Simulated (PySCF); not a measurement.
## Shapes and spin states of HSi(OH)

Level of theory: PBE0 in PySCF with Si def2-TZVP, H def2-TZVP, O def2-TZVP; no relativity; density-fitted integrals.

Relaxations began from a few typed shapes and spin states; open shells are unrestricted. The search is not exhaustive: other isomers or separated fragments can lie lower, and high-lying points may rest on an excited occupation.

```csv
spin,group,bonds,angles,imaginary modes (cm⁻¹),ΔE (kJ/mol),ΔE with ZPE (kJ/mol)
singlet,Cs,"O–H 0.960 Å, Si–H 1.548 Å, Si–O 1.653 Å","H–O–Si 118.9°, H–Si–O 97.8°",none,0.0,0.0
triplet,C1,"O–H 0.960 Å, Si–H 1.497 Å, Si–O 1.654 Å","H–O–Si 116.5°, H–Si–O 116.3°",none,141.9,140.3
triplet,Cs,"O–H 0.966 Å, Si–H 1.642 Å, Si–O 1.669 Å","H–O–Si 115.3°, H–Si–O 179.1°",1208i,267.1,–
```

The lowest minimum found is the singlet Cs: O–H 0.960 Å, Si–H 1.548 Å, Si–O 1.653 Å; H–O–Si 118.9°, H–Si–O 97.8°.
